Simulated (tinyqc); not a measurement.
Inside a calculation. Method: coupled-perturbed Hartree-Fock on RHF in the sto-3g basis, for BH3, spin multiplicity 1. One step of it, computed by the program tinyqc.

Problem. Response to a field: uncoupled start. Field along z; U_ai = -mu_ai / (e_a - e_i), alpha = -4 sum U_ai mu_ai.

orbital energies (hartree): MO1 -7.412911, MO2 -0.687353, MO3 -0.480990, MO4 -0.480800, MO5 0.234647, MO6 0.770606, MO7 0.807496, MO8 0.808187

dipole integrals <a|z|i> (bohr):
```
           i1         i2         i3        i4
a5   0.122209   0.817359  -0.000501  0.000000
a6  -0.007542  -0.003659  -0.000635  0.000000
a7   0.000000   0.000000   0.000000  0.055437
a8  -0.000087   0.000001   0.055458  0.000000
```

Give: uncoupled U; uncoupled polarisability.

Solution.

uncoupled U:
```
         i1       i2       i3       i4
a5  -0.0160  -0.8865   0.0007   0.0000
a6   0.0009   0.0025   0.0005   0.0000
a7   0.0000   0.0000   0.0000  -0.0430
a8   0.0000   0.0000  -0.0430   0.0000
```

uncoupled polarisability = 2.9253 bohr^3
